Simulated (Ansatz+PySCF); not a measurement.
Two shapes of doublet C₂H₄(+).

Shape 1:

```xyz
6

C     0.0000    0.0000   -0.6939
C     0.0000    0.0000    0.6939
H     0.2305   -0.9035   -1.2575
H    -0.2305    0.9035   -1.2575
H    -0.2305   -0.9035    1.2575
H     0.2305    0.9035    1.2575
```

Shape 2:

```xyz
6

C     0.0000    0.0000   -0.6939
C     0.0000    0.0000    0.6939
H     0.2200   -0.8621   -1.2317
H    -0.2200    0.8621   -1.2317
H    -0.2200   -0.8621    1.2317
H     0.2200    0.8621    1.2317
```

Basis set: cc-pVTZ (spherical functions). Correlated methods keep 2 orbitals frozen. Correlation on ROHF uses semicanonical orbitals with singles. Charge 1, multiplicity 2.

Computed with Ansatz (development build ahead of 0.2.0); each method stands on the lowest determinant of its kind that the runs found.

**Question.** Which shape is lower in energy, and by how much in each method?

**Answer.**

```csv
method,E(2) − E(1) (eV)
ROHF,0.099
UHF,0.102
ROHF-CCSD(T),0.182
```

Shape 1 is lower.
